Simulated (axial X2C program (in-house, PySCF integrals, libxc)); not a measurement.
Density and ELF of Si₂⁺

Calculated with an axial X2C code built on PySCF integrals. Two-component (2c) means X2C with spin–orbit coupling and atomic mean-field two-electron Coulomb and Gaunt terms. Basis: Si dyall-v3z [8s7p2d1f] (cores contracted in-house); Gaussian nuclei, density fitting, unrestricted open shells. Masses: Si 27.977 u.

PBE0, with spin–orbit coupling, state Ω = 3/2 (⟨Sz⟩ = 1.50, ⟨Lz⟩ = 0.00 at PBE0); Si at z = 0, Si at z = 2.288 Å.

The maps cover the half plane through the axis: z from -2.4 to 4.2 Å along the bond, ρ from 0.15 to 2.25 Å away from it.

log10 of the density in e/bohr³:

```
 ρ\z  -2.4  -1.8  -1.2  -0.6   0.0   0.6   1.2   1.8   2.4   3.0   3.6   4.2
0.15  -3.4  -2.4  -1.6  -0.9   1.1  -0.9  -1.1  -0.6   0.9  -1.1  -1.7  -2.6
0.45  -3.5  -2.5  -1.7  -1.2  -0.3  -1.1  -1.2  -1.0  -0.4  -1.2  -1.8  -2.7
0.75  -3.6  -2.7  -1.9  -1.4  -1.2  -1.3  -1.4  -1.3  -1.2  -1.4  -2.0  -2.8
1.05  -3.8  -2.9  -2.2  -1.7  -1.5  -1.6  -1.7  -1.5  -1.5  -1.7  -2.3  -3.1
1.35  -4.0  -3.2  -2.5  -2.0  -1.9  -1.9  -2.0  -1.9  -1.9  -2.1  -2.6  -3.3
1.65  -4.3  -3.5  -2.9  -2.4  -2.3  -2.3  -2.3  -2.3  -2.3  -2.5  -3.0  -3.6
1.95  -4.6  -3.9  -3.3  -2.9  -2.7  -2.7  -2.7  -2.7  -2.7  -2.9  -3.4  -4.0
2.25  -4.9  -4.2  -3.7  -3.3  -3.1  -3.1  -3.1  -3.1  -3.2  -3.4  -3.8  -4.3
```

Electron localisation function (collinear form, no current term, damped to 0 at low density):

```
 ρ\z  -2.4  -1.8  -1.2  -0.6   0.0   0.6   1.2   1.8   2.4   3.0   3.6   4.2
0.15  0.19  0.90  0.97  0.09  0.51  0.07  0.82  0.19  0.76  0.21  0.97  0.86
0.45  0.14  0.88  0.97  0.25  0.50  0.20  0.81  0.08  0.43  0.62  0.96  0.82
0.75  0.07  0.81  0.95  0.85  0.17  0.68  0.78  0.55  0.20  0.92  0.94  0.72
1.05  0.02  0.64  0.91  0.93  0.79  0.76  0.72  0.76  0.81  0.93  0.89  0.51
1.35  0.00  0.34  0.79  0.86  0.79  0.69  0.63  0.70  0.81  0.86  0.75  0.21
1.65  0.00  0.08  0.52  0.68  0.63  0.55  0.51  0.56  0.65  0.67  0.45  0.04
1.95  0.00  0.01  0.17  0.38  0.40  0.36  0.34  0.37  0.40  0.35  0.12  0.01
2.25  0.00  0.00  0.02  0.11  0.17  0.17  0.16  0.17  0.16  0.10  0.01  0.00
```

Axial spin density in 10⁻³ e/bohr³:

```
 ρ\z  -2.4  -1.8  -1.2  -0.6    0.0   0.6   1.2   1.8   2.4   3.0  3.6  4.2
0.15   0.2   2.0  11.6  17.7  104.3  11.9  25.1   5.3  95.4  22.0  8.7  1.4
0.45   0.2   1.6   9.3  20.0    1.6  17.6  23.9  13.9   2.5  20.3  7.0  1.1
0.75   0.2   1.2   6.1  15.7   14.4  18.3  19.4  17.4  14.8  14.3  4.6  0.8
1.05   0.1   0.7   3.4   8.9   11.8  13.0  12.9  12.8  11.5   7.9  2.6  0.5
1.35   0.1   0.4   1.6   4.2    6.3   7.2   7.3   7.1   6.0   3.7  1.3  0.3
1.65   0.0   0.2   0.7   1.8    2.9   3.5   3.6   3.4   2.7   1.6  0.6  0.1
1.95   0.0   0.1   0.3   0.8    1.2   1.5   1.6   1.5   1.2   0.7  0.2  0.1
2.25   0.0   0.0   0.1   0.3    0.5   0.6   0.7   0.6   0.5   0.3  0.1  0.0
```

Occupations by symmetry block were frozen at the best pattern of an incomplete PBE0 search. Density functionals use the spin component along the axis (collinear). Other states lie close and PBE0, whose exact exchange favours high spin, may order them wrongly; the determinant shown need not be the ground state. The nearest other 2c determinant of the search, Ω = 1/2, lies 0.31 eV up at the distance of the search. With several unpaired electrons one determinant need not be a pure state. This is the top spin component of a Σ state; components of lower Ω are not single determinants and can lie lower.
